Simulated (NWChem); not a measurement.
System: propyne (C3H4); SMILES C#CC

```xyz
7

C     -0.0003     1.2390     0.0001
C      0.0014    -0.2145    -0.0008
C      0.0001    -1.4253     0.0002
H     -0.9943     1.6327    -0.2628
H      0.7237     1.6376    -0.7274
H      0.2671     1.6343     0.9924
H     -0.0039    -2.4993     0.0007
```
Atoms are numbered in this order, from 1.

All runs: NWChem. Pople sets run with spherical d functions. Geometry: optimised at PBE0/def2-SVP.

### Question
Order these by “dipole (D)”, lowest first: B3LYP/def2-SVP; B3LYP/6-31G*; B3LYP/def2-TZVP; B3LYP/STO-3G.

### Answer
B3LYP/STO-3G (0.55), B3LYP/6-31G* (0.68), B3LYP/def2-SVP (0.76), B3LYP/def2-TZVP (0.82)
